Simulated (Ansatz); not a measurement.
## Cl–GeH2–Cl, singlet in cc-pVDZ: errors against RCCSDT(Q)

Geometry: displaced at random from a stationary point.

```xyz
5

Ge    0.0624   -0.5940   -0.0032
Cl   -0.1024    0.6672   -1.7268
Cl   -0.0258    0.6348    1.7353
H     1.3520   -1.4858    0.0184
H    -1.3405   -1.5050   -0.0845
```

Basis cc-pVDZ; Ansatz 0.2.0. Only valence electrons are correlated (noble-gas cores and the filled d shells of p-block atoms frozen), which leaves 20 electrons in 49 orbitals. R marks a restricted (for open shells ROHF) determinant. Active spaces: frontier = (8e, 8o) about the gap. No spin–orbit coupling is included, and no scalar relativity.

Full CI isn't at hand for all of this; RCCSDT(Q) serves as the reference, and is uncertain by about the last step of the cluster series.

```
UHF ⟨S²⟩                          : 0.000
T1 diagnostic (RCCSD)             : 0.0088
largest doubles amplitude (RCCSD) : 0.027
```

| level | E − E(RCCSDT(Q)) (meV) | share of correlation (%) | wall time |
| --- | --- | --- | --- |
| RHF | 11196 | 0.00 | – |
| RMP2 | 1335 | 88.08 | – |
| RCCSD | 279 | 97.50 | – |
| RCCSD(T) | 45 | 99.60 | 6.5 s |
| BCCD(T) | 43 | 99.61 | 7 s |
| RCCSDT | 22 | 99.80 | – |

The correlation energy at RCCSDT(Q), counted from RHF, is -11.196 eV. That run took 4.4 min on 1 thread of Intel Xeon, shared host.

Run but not shown, since their state or frozen core can't be matched to the reference's or they repeat it: CASSCF (frontier space), NEVPT2 (frontier space), MRCISD (frontier space), MRCISD+Q (frontier space).

Times hold each run's SCF and search for its determinant on a shared host, so for small cases they say little of a method's own cost; they ran on 1 thread of Intel Xeon.
